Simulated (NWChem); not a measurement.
Program: NWChem. System: ethanethiol (C2H6S), charge 0, spin multiplicity 1, at a geometry optimised with B3LYP/def2-SVP. Level: TD-PBE/6-31+G* (spherical d).

Job file:

```
start mol
memory heap 200 mb stack 900 mb global 1100 mb
geometry units angstroms nocenter noautoz noautosym
  C     -1.482767     0.769457    -0.251615
  C     -0.545479    -0.416862    -0.445263
  S      1.073085    -0.261959     0.414045
  H     -2.451509     0.583137    -0.746188
  H     -1.057834     1.689560    -0.684892
  H     -1.669445     0.957256     0.816867
  H     -0.982302    -1.334659    -0.020484
  H     -0.365829    -0.617406    -1.513050
  H      1.527027     0.797879    -0.295702
end
basis spherical
  * library 6-31+g*
end
dft
  xc xpbe96 cpbe96
  semidirect memsize 60000000 filesize 0
  iterations 100
end
tddft
  rpa
  nroots 5
  notriplet
  thresh 1e-4
end
task tddft energy
```

Output (cleaned and shortened):

```
             Northwest Computational Chemistry Package (NWChem) 7.3.0
             --------------------------------------------------------

                                NWChem Input Module
                                -------------------

 Scaling coordinates for geometry "geometry" by  1.889725989
 (inverse scale =  0.529177249)

                             Geometry "geometry" -> ""
                             -------------------------

 Output coordinates in angstroms (scale by  1.889725989 to convert to a.u.)

  No.       Tag          Charge          X              Y              Z
 ---- ---------------- ---------- -------------- -------------- --------------
    1 C                    6.0000    -1.48276700     0.76945700    -0.25161500
    2 C                    6.0000    -0.54547900    -0.41686200    -0.44526300
    3 S                   16.0000     1.07308500    -0.26195900     0.41404500
    4 H                    1.0000    -2.45150900     0.58313700    -0.74618800
    5 H                    1.0000    -1.05783400     1.68956000    -0.68489200
    6 H                    1.0000    -1.66944500     0.95725600     0.81686700
    7 H                    1.0000    -0.98230200    -1.33465900    -0.02048400
    8 H                    1.0000    -0.36582900    -0.61740600    -1.51305000
    9 H                    1.0000     1.52702700     0.79787900    -0.29570200

 Effective nuclear repulsion energy (a.u.)     106.4004929776

            Nuclear Dipole moment (a.u.)
            ----------------------------
        X                 Y               Z
 ---------------- ---------------- ----------------
    -0.0000151178    -0.0000132281     0.0000056692


 Summary of "ao basis" -> "" (spherical)
 ------------------------------------------------------------------------------
       Tag                 Description            Shells   Functions and Types
 ---------------- ------------------------------  ------  ---------------------
 *                          6-31+g*                   on all atoms

  pbe96 is a nonlocal functional; adding pw91lda local functional.

                                 NWChem DFT Module
                                 -----------------

 Summary of "ao basis" -> "ao basis" (spherical)
 ------------------------------------------------------------------------------
       Tag                 Description            Shells   Functions and Types
 ---------------- ------------------------------  ------  ---------------------
 C                          6-31+g*                  8       18   4s3p1d
 S                          6-31+g*                 10       22   5s4p1d
 H                          6-31+g*                  2        2   2s

 Summary of "ao basis" -> "ao basis" (spherical)
 ------------------------------------------------------------------------------
       Tag                 Description            Shells   Functions and Types
 ---------------- ------------------------------  ------  ---------------------
 C                          6-31+g*                  8       18   4s3p1d
 S                          6-31+g*                 10       22   5s4p1d
 H                          6-31+g*                  2        2   2s

            General Information
            -------------------
          SCF calculation type: DFT
          Wavefunction type:  closed shell.
          No. of atoms     :     9
          No. of electrons :    34
           Alpha electrons :    17
            Beta electrons :    17
          Charge           :     0
[...]
    2     10       0     0.25E-01   0.40E-02        3.9
    3     20       0     0.96E-02   0.28E-03        6.3
    4     30       0     0.28E-02   0.55E-04        6.5
    5     40       0     0.14E-02   0.39E-05        6.2
    6     50       1     0.59E-03   0.71E-06        6.3
    7     58       1     0.24E-03   0.15E-06        5.3
    8     66       4     0.10E-03   0.24E-07        6.0
    9     68       5     0.92E-04   0.36E-08        3.2
  ----  ------  ------  ---------  ---------  ---------
  Convergence criterion met

  Ground state a        -477.699982892663 a.u.

  ----------------------------------------------------------------------------
  Root   1 singlet a              0.184843534 a.u.                5.0299 eV
  ----------------------------------------------------------------------------
     Transition Moments    X -0.31562   Y  0.23030   Z  0.10228
     Transition Moments   XX -0.36312  XY  0.67899  XZ  0.59437
     Transition Moments   YY -0.38101  YZ  0.07328  ZZ  0.99298
     Dipole Oscillator Strength                    0.0201003344
     Electric Quadrupole                           0.0000000485
     Magnetic Dipole                               0.0000009361
     Total Oscillator Strength                     0.0201013190

          sigma_e =   2.6674 Angstrom
          sigma_h =   1.4276 Angstrom
         |d_h->e| =   1.0335 Angstrom
            d_exc =   3.1997 Angstrom
            d_CD1 =   2.2734 Angstrom
            d_CD2 =  -1.0140 Angstrom
            d_CD3 =   4.2333 Angstrom
     Pearson C.C. =  -0.0022

     Occ.   17  a   ---  Virt.   18  a   -0.99660 X
     Occ.   17  a   ---  Virt.   20  a   -0.05501 X
  ----------------------------------------------------------------------------
  Root   2 singlet a              0.209407667 a.u.                5.6983 eV
  ----------------------------------------------------------------------------
     Transition Moments    X  0.20496   Y -0.33771   Z -0.28360
     Transition Moments   XX  1.28204  XY -0.63098  XZ -0.92291
     Transition Moments   YY -0.49460  YZ -0.31304  ZZ -0.53991
     Dipole Oscillator Strength                    0.0330142579
     Electric Quadrupole                           0.0000001187
     Magnetic Dipole                               0.0000000211
     Total Oscillator Strength                     0.0330143977

          sigma_e =   2.8816 Angstrom
          sigma_h =   1.4259 Angstrom
         |d_h->e| =   0.7984 Angstrom
            d_exc =   3.3160 Angstrom
            d_CD1 =   2.2541 Angstrom
            d_CD2 =  -1.3553 Angstrom
            d_CD3 =   4.1144 Angstrom
     Pearson C.C. =  -0.0026

     Occ.   17  a   ---  Virt.   19  a    0.99039 X
     Occ.   17  a   ---  Virt.   21  a   -0.05476 X
     Occ.   17  a   ---  Virt.   23  a   -0.08663 X
     Occ.   17  a   ---  Virt.   28  a    0.05594 X
  ----------------------------------------------------------------------------
  Root   3 singlet a              0.217418453 a.u.                5.9163 eV
  ----------------------------------------------------------------------------
     Transition Moments    X  0.38157   Y -0.10746   Z  0.09958
     Transition Moments   XX -1.14340  XY  0.33144  XZ -0.38568
     Transition Moments   YY -0.53789  YZ -0.14346  ZZ -0.49069
     Dipole Oscillator Strength                    0.0242145170
     Electric Quadrupole                           0.0000000225
     Magnetic Dipole                               0.0000001189
     Total Oscillator Strength                     0.0242146584

          sigma_e =   2.9061 Angstrom
          sigma_h =   1.4198 Angstrom
         |d_h->e| =   3.0984 Angstrom
            d_exc =   4.4816 Angstrom
            d_CD1 =   4.5847 Angstrom
            d_CD2 =   0.9354 Angstrom
            d_CD3 =   7.5800 Angstrom
     Pearson C.C. =  -0.0028

     Occ.   17  a   ---  Virt.   18  a   -0.05533 X
     Occ.   17  a   ---  Virt.   20  a    0.99510 X
  ----------------------------------------------------------------------------
  Root   4 singlet a              0.227877562 a.u.                6.2009 eV
  ----------------------------------------------------------------------------
     Transition Moments    X -0.09894   Y  0.06489   Z  0.13888
     Transition Moments   XX -0.97520  XY  1.54231  XZ  0.79576
     Transition Moments   YY -1.21444  YZ  0.18648  ZZ  0.71576
     Dipole Oscillator Strength                    0.0050568984
     Electric Quadrupole                           0.0000002617
     Magnetic Dipole                               0.0000002030
     Total Oscillator Strength                     0.0050573632

          sigma_e =   3.4779 Angstrom
          sigma_h =   1.4240 Angstrom
         |d_h->e| =   1.4160 Angstrom
            d_exc =   4.0184 Angstrom
            d_CD1 =   3.4699 Angstrom
            d_CD2 =  -1.0349 Angstrom
            d_CD3 =   5.4344 Angstrom
     Pearson C.C. =  -0.0019

     Occ.   17  a   ---  Virt.   19  a   -0.05364 X
     Occ.   17  a   ---  Virt.   21  a   -0.99399 X
     Occ.   17  a   ---  Virt.   22  a   -0.06809 X
  ----------------------------------------------------------------------------
  Root   5 singlet a              0.236744622 a.u.                6.4422 eV
  ----------------------------------------------------------------------------
     Transition Moments    X -0.02355   Y -0.16275   Z -0.42392
     Transition Moments   XX  0.03472  XY  0.04595  XZ  0.94758
     Transition Moments   YY  0.09949  YZ -0.29127  ZZ -0.70803
     Dipole Oscillator Strength                    0.0326308107
     Electric Quadrupole                           0.0000000838
     Magnetic Dipole                               0.0000000628
     Total Oscillator Strength                     0.0326309573

          sigma_e =   3.1667 Angstrom
          sigma_h =   1.4220 Angstrom
         |d_h->e| =   1.7629 Angstrom
            d_exc =   3.8956 Angstrom
            d_CD1 =   3.5077 Angstrom
            d_CD2 =  -0.5314 Angstrom
            d_CD3 =   5.6586 Angstrom
     Pearson C.C. =  -0.0020

     Occ.   17  a   ---  Virt.   21  a   -0.06637 X
     Occ.   17  a   ---  Virt.   22  a    0.99538 X

              Target root =      1
          Target symmetry = none
      Ground state energy =   -477.699982892663
        Excitation energy =      0.184843533927
     Excited state energy =   -477.515139358736

  stored tddft:energy   -477.51513935873572

 Task  times  cpu:       55.5s     wall:       55.5s

 Total times  cpu:       55.6s     wall:       55.6s
```
